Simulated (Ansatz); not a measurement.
Relaxation of CH₆AlF (9 atoms, charge 0, multiplicity 1), to a largest force component of 0.03 eV/Å in at most 50 steps.

These are results of RKS PBE0-D4/def2-SVP in Ansatz, not measurements.

```xyz
9
Properties=species:S:1:pos:R:3
Al 0.078 -0.490 -0.453
F -0.064 -0.200 2.407
H 1.379 0.318 -0.879
C -1.716 -0.038 -1.070
H -2.466 -0.791 -0.778
H -2.057 0.939 -0.684
H -1.734 0.046 -2.171
H 0.274 -1.794 0.411
H 0.007 -1.074 2.102
```

Q: Where does it end, and by what steps?

A: It converged. After 26 steps the energy has fallen by 1.572 eV; H9 moved furthest, 1.39 Å. Parted: Al1–H8 (1.58 → 2.31 Å), F2–H9 (0.93 → 2.42 Å). Joined: Al1–F2 (2.88 → 1.68 Å), H8–H9 (1.86 → 0.77 Å).

| step | energy less start (eV) | largest force component (eV/Å) | accepted |
| --- | --- | --- | --- |
| 0 | 0.0000 | 0.436 | yes |
| 1 | -0.1017 | 0.543 | yes |
| 2 | -0.2270 | 0.953 | yes |
| 3 | -0.3123 | 0.465 | yes |
| 4 | -0.3152 | 0.212 | yes |
| 5 | -0.3187 | 0.317 | yes |
| 6 | -0.3257 | 0.101 | yes |
| 7 | -0.3272 | 0.183 | yes |
| 8 | -0.3279 | 0.203 | yes |
| 9 | -0.3268 | 0.240 | no |
| 10 | -0.3302 | 0.100 | yes |
| 11 | -0.3316 | 0.106 | yes |
| 12 | -0.3322 | 0.091 | yes |
| 13 | -0.3338 | 0.076 | yes |
| 14 | -0.3369 | 0.271 | yes |
| 15 | -0.3804 | 1.457 | yes |
| 16 | -0.8287 | 2.132 | yes |
| 17 | -0.9084 | 4.961 | yes |
| 18 | -1.4341 | 1.905 | yes |
| 19 | -1.1940 | 2.056 | no |
| 20 | -1.5192 | 0.461 | yes |
| 21 | -1.5397 | 0.495 | yes |
| 22 | -1.5570 | 0.559 | yes |
| 23 | -1.5682 | 0.122 | yes |
| 24 | -1.5701 | 0.076 | yes |
| 25 | -1.5709 | 0.061 | yes |
| 26 | -1.5716 | 0.022 | yes |

```xyz
9
Properties=species:S:1:pos:R:3
Al -0.087 0.193 0.217
F -0.244 0.302 1.884
H 1.368 0.453 -0.350
C -1.693 0.011 -0.862
H -2.534 -0.419 -0.295
H -2.019 0.999 -1.230
H -1.522 -0.613 -1.755
H 0.258 -2.091 0.267
H 0.174 -1.918 1.008
```

Whether the end is a true minimum wasn't checked by a vibrational analysis.

The run took 68 s on 1 thread of Arm Neoverse V1, with other jobs on the host, peak memory 0.16 GiB.
